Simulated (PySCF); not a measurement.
## State search for AlH⁺

Unrestricted PBE0; PySCF, no relativity, basis sets Al def2-TZVP, H def2-TZVP. Outer shells of the fragments: Al+ 3s2; H 1s1.

Followed along the bond (rough minima from three points):

```
2Ms+1   unpaired  ⟨S²⟩ at the start  R at minimum (Å)  Te (eV)
    2        σ ↑               0.76              1.62     0.00
    4  σ ↑↑, π ↑               3.75  none in the scan   ≤ 5.68
```

Solutions found at the starting distance of 1.615 Å, counted from the lowest of them; the search is not exhaustive and high or unbound solutions are not listed, so other states can lie among these:

```csv
2Ms+1,unpaired,term,E (eV),⟨S²⟩,⟨Lz²⟩,μ (D)
2,σ ↑,²Σ⁺,0.00,0.76,0.00,-0.35
2,π ↑,²Π,3.38,0.83,1.00,-0.96
4,"σ ↑↑, π ↑",⁴Π,6.05,3.75,1.00,1.73
4,σ ↑↑↑,⁴Σ⁺,9.73,3.75,0.00,3.13
```

A term symbol is given only where ⟨S²⟩ and ⟨Lz²⟩ are close to those of a pure state; real π, δ and φ orbitals otherwise mix terms. A positive dipole points towards H; it is taken about the centre of mass and depends on that origin.

Counting both spins, an empty level lies below a filled one in some of these solutions, because spin and occupation are held.
